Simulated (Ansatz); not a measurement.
The input, for Ansatz 0.2.0:

```yaml
crystal:
  periodic: [false, false, false]
  atoms:
    - {symbol: Si, position_ang: [0.000000, 0.000000, 0.000000]}
    - {symbol: H, position_ang: [-0.023281, 2.191916, 2.176703]}
    - {symbol: H, position_ang: [-0.033324, -2.176817, 2.191674]}
    - {symbol: H, position_ang: [0.033324, 2.176817, -2.191674]}
    - {symbol: H, position_ang: [0.023281, -2.191916, -2.176703]}
basis:
  gaussian: {orbitals: 6-31G}
magnetization: {spin_polarized: false, initial_magnetization: 2}
correlation: {method: fci, electrons: outside_noble_gas}
```

```sh
$ ansatz run in.yaml --threads 1 --pin off --events-out ev --progress --plain --max-ram 2393MiB
```

Log:

```
435 factors; integrals over basis functions are off by at most 1.6e-7 eV
mean field evaluation 1: about -7905.6866 eV, gradient 1.2e1 eV
mean field evaluation 2: about -7905.6859 eV, gradient 1.2e1 eV
mean field evaluation 4: about -7907.4761 eV, gradient 6.4e-1 eV
mean field evaluation 8: about -7907.4801 eV, gradient 5.1e-4 eV
mean field evaluation 16: about -7907.4801 eV, gradient 6.2e-6 eV
mean field evaluation 32: about -7907.4811 eV, gradient 3.3e-3 eV
mean field evaluation 64: about -7908.4292 eV, gradient 2.0e0 eV
mean field evaluation 96: about -7908.4867 eV, gradient 1.5e0 eV
mean field -7909.67026935 eV, -290.6750210315 hartree, gradient 2.4e-6 eV, S^2 2.000000; 8 other end points of the search recorded, 0 dependent functions left out
determinant -7908.37591876 eV, -290.6274545246 hartree, with singles and doubles -7912.26824427 eV, -290.7704948491 hartree
determinant -7907.48011402 eV, -290.5945343079 hartree, with singles and doubles -7914.92398150 eV, -290.8680913919 hartree
determinant -7906.16533424 eV, -290.5462170420 hartree, with singles and doubles -7911.52645312 eV, -290.7432345268 hartree
determinant -7908.37591876 eV, -290.6274545246 hartree, with singles and doubles -7912.99289761 eV, -290.7971253680 hartree
determinant -7907.48011402 eV, -290.5945343079 hartree, with singles and doubles -7916.21660781 eV, -290.9155945327 hartree
unrestricted determinant -7913.88288241 eV, -290.8298317061 hartree, S^2 3.7275
5 core orbitals not correlated: weight in the atoms' cores, before any rotation towards them, 1.000 or more for the frozen orbitals, at most 0.000 for the correlated occupied ones
reference -7908.37591876 eV, -290.6274545246 hartree; 5, 3 occupied and 11, 13 virtual orbitals, 435 factors
state -7915.00289024 eV, -290.8709912348 hartree
5 core orbitals not correlated: weight in the atoms' cores, before any rotation towards them, 1.000 or more for the frozen orbitals, at most 0.000 for the correlated occupied ones
state -7915.00321254 eV, -290.8710030790 hartree
Total energy: -7915.00321254 eV, -290.8710030790 hartree
```

Natural occupations: 1.9464 1.5305 1.5305 1.0028 0.9973 0.4680 0.4680 0.0372 0.0069 0.0052 0.0052 0.0009 0.0006 0.0002 0.0002 0.0002.

Ran on 1 thread of Arm Neoverse V1, shared host: 20 s wall, 0.15 GiB peak host memory.
